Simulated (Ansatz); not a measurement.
System: rock-salt SnTe (cubic form, which distorts at low temperature). Method: PBE (Ansatz, an electronic-structure program, PAW).

Numerical settings: plane-wave cutoff 520 eV, 10×10×10 k mesh, Fermi–Dirac smearing 0.01 eV, scalar-relativistic PAW data made under PBE.

Computed at the level's own relaxed cell.

### Question
Give the computed equilibrium volume per atom, band gap and Γ–Γ gap.

### Answer

* **equilibrium volume per atom**: 32.92 Å³/atom
* **band gap**: 0.05 eV
* **Γ–Γ gap**: 5.25 eV

Measured, for comparison: band gap 0.3 eV (4 K, zero-point motion not removed, bulk gap, ARPES or transport; rounded; as tabulated in Ando (2013), arXiv:1304.5693); equilibrium volume per atom 31.50 Å³/atom (room temperature, no zero-point or thermal correction; as tabulated in Maiti et al. (2022), arXiv:2109.01420). Computed (rounded) less measured: equilibrium volume per atom +4.5 %.

Note: symmetry holds this phase in the static calculation, where it need not be a minimum.

Spin–orbit coupling is not included; it can close the smallest gap of 0.05 eV.

Static lattice: no zero-point or thermal effects.
